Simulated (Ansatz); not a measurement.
in.yaml

```yaml
crystal:
  periodic: [false, false, false]
  atoms:
    - {symbol: Zr, position_ang: [0.000000, 0.000000, 0.000000]}
    - {symbol: Cl, position_ang: [0.000000, 0.000000, 2.227000]}
basis:
  gaussian: {orbitals: def2-SVP}
total_charge: 1
magnetization: {spin_polarized: true, initial_magnetization: 6}
hamiltonian: {xc: {name: B3LYP}, pseudopotentials: {relativity: none}}
correlation: {method: bccd, electrons: valence}
output: {forces: true}
```

```sh
$ ansatz run in.yaml --threads 1 --pin off --events-out ev --progress --plain --max-ram 2393MiB
```

Question: What does the program do with this input?

Answer: Converged. The settings were drawn as a stress test.
```
488 factors; integrals over basis functions are off by at most 1.2e-3 eV
mean field evaluation 1: about -13773.4539 eV, gradient 2.3e1 eV
mean field evaluation 2: about -13773.5335 eV, gradient 2.3e1 eV
mean field evaluation 4: about -13777.6735 eV, gradient 1.7e0 eV
mean field evaluation 8: about -13777.7019 eV, gradient 2.9e-2 eV
mean field evaluation 16: about -13777.7019 eV, gradient 9.3e-6 eV
mean field evaluation 32: about -13777.5310 eV, gradient 3.0e0 eV
mean field evaluation 64: about -13769.2784 eV, gradient 6.8e0 eV
mean field -13777.70191174 eV, -506.3212063946 hartree, gradient 2.9e-6 eV, S^2 12.002942; 7 other end points of the search recorded, 0 dependent functions left out
5 core orbitals not correlated: weight in the atoms' cores, before any rotation towards them, 1.000 or more for the frozen orbitals, at most 0.000 for the correlated occupied ones
reference -13746.73188133 eV, -505.1830787693 hartree; 12, 6 occupied and 32, 38 virtual orbitals, 488 factors
second order -7.16297398 eV of doubles, -0.17407439 eV of singles
cycle   1  -7.67848230 eV  change   -3.4e-1 eV  update   5.2e-2
cycle   2  -7.82202435 eV  change   -1.4e-1 eV  update   1.6e-2
cycle   3  -7.85251092 eV  change   -3.0e-2 eV  update   7.7e-3
cycle   4  -7.85109516 eV  change    1.4e-3 eV  update   3.8e-3
cycle   5  -7.85081067 eV  change    2.8e-4 eV  update   2.0e-3
cycle   6  -7.85079978 eV  change    1.1e-5 eV  update   8.7e-4
cycle   7  -7.85098159 eV  change   -1.8e-4 eV  update   4.0e-4
cycle   8  -7.85109720 eV  change   -1.2e-4 eV  update   1.8e-4
cycle   9  -7.85112080 eV  change   -2.4e-5 eV  update   9.0e-5
cycle  10  -7.85113477 eV  change   -1.4e-5 eV  update   3.6e-5
cycle  11  -7.85113168 eV  change    3.1e-6 eV  update   1.4e-5
cycle  12  -7.85113131 eV  change    3.7e-7 eV  update   4.7e-6
cycle  13  -7.85113207 eV  change   -7.6e-7 eV  update   1.8e-6
cycle  14  -7.85113212 eV  change   -4.4e-8 eV  update   7.5e-7
cycle  15  -7.85113199 eV  change    1.3e-7 eV  update   4.1e-7
cycle  16  -7.85113208 eV  change   -8.8e-8 eV  update   2.3e-7
cycle  17  -7.85113203 eV  change    4.4e-8 eV  update   1.2e-7
cycle  18  -7.85113205 eV  change   -2.1e-8 eV  update   7.0e-8
the calculation of the forces begins
Total energy: -13754.58301338 eV, -505.4716025506 hartree
Atom 0 at     0.000000     0.000000     0.000000 Å, force     0.000000     0.000000    -8.821940 eV/Å
Atom 1 at     0.000000     0.000000     2.227000 Å, force    -0.000000     0.000000     8.821940 eV/Å
Dipole moment:     0.000000     0.000000     0.993399 e Å
```
